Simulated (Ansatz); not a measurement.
# Si2H3F (SMILES F[SiH]=[SiH2]): functionals against CCSD(T) at one geometry

The task here is to estimate one member of a computed series from the others.

Method: single points in def2-TZVPP; program: Ansatz 0.2.0, Gaussian basis.

Correlated methods freeze the cores.

**Starting geometry**

SMILES `F[SiH]=[SiH2]`, 6 atoms, charge 0, spin multiplicity 1.

Atoms are counted from 1 here; the program's logs count them from 0.

Bond lengths: F1–Si2 1.508 Å, Si2–Si3 2.308 Å, Si2–H4 1.416 Å, Si3–H5 1.363 Å, Si3–H6 1.546 Å. Angles: F1–Si2–Si3 106.9°, F1–Si2–H4 102.3°, Si3–Si2–H4 128.3°, Si2–Si3–H5 113.6°, Si2–Si3–H6 109.6°, H5–Si3–H6 104.7°.

Coordinates:

```mol
FH3Si2
  3D, bonds by distance, orders not assigned

  6  5  0  0  0  0  0  0  0  0999 V2000
   -1.4821   -1.2949    0.6305 F   0  0
   -0.0982   -1.1173    0.0577 Si  0  0
    0.2057    1.1462   -0.2774 Si  0  0
   -0.0297   -2.1633   -0.8943 H   0  0
    1.4737    1.4767   -0.6525 H   0  0
   -0.0208    1.9034    1.0514 H   0  0
  1  2  8  0
  2  3  8  0
  2  4  8  0
  3  5  8  0
  3  6  8  0
M  END
```

The first run:

run/in.yaml

```yaml
crystal:
  periodic: [false, false, false]
  atoms:
    - {symbol: F, position_ang: [-1.482100, -1.294900, 0.630500]}
    - {symbol: Si, position_ang: [-0.098200, -1.117300, 0.057700]}
    - {symbol: Si, position_ang: [0.205700, 1.146200, -0.277400]}
    - {symbol: H, position_ang: [-0.029700, -2.163300, -0.894300]}
    - {symbol: H, position_ang: [1.473700, 1.476700, -0.652500]}
    - {symbol: H, position_ang: [-0.020800, 1.903400, 1.051400]}
basis:
  gaussian: {orbitals: def2-TZVPP}
correlation: {method: ccsd_t}
output: {forces: true}
```

No record of the launch command was kept for these runs.

Steps of the session up to this table: CCSD(T)/def2-TZVPP; PBE0-D4/def2-TZVPP; wB97M-V/def2-TZVPP; r2SCAN-D4/def2-TZVPP; PBE-D4/def2-TZVPP; SPW92/def2-TZVPP; HSE06-D4/def2-TZVPP.

One of the session's tables, all rows but one given; the rest of the session is left out.

```
   method  RMS force component (eV/Å)  angle to CCSD(T) forces (°)  dipole (D)
  CCSD(T)                       1.800                    reference        0.99
  PBE0-D4                           ?                            ?           ?
  wB97M-V                       1.842                          3.4        1.15
r2SCAN-D4                       1.824                          3.3        1.03
   PBE-D4                       1.991                          4.0        0.98
    SPW92                       1.865                          6.9        0.99
 HSE06-D4                       1.822                          4.1        1.07
```

Q: Estimate the row for PBE0-D4 from the others.

**Answer.** RMS force component (eV/Å): 1.823; angle to CCSD(T) forces (°): 4.2; dipole (D): 1.08. In the column «RMS force component (eV/Å)» it lies between HSE06-D4 (1.822) and r2SCAN-D4 (1.824).
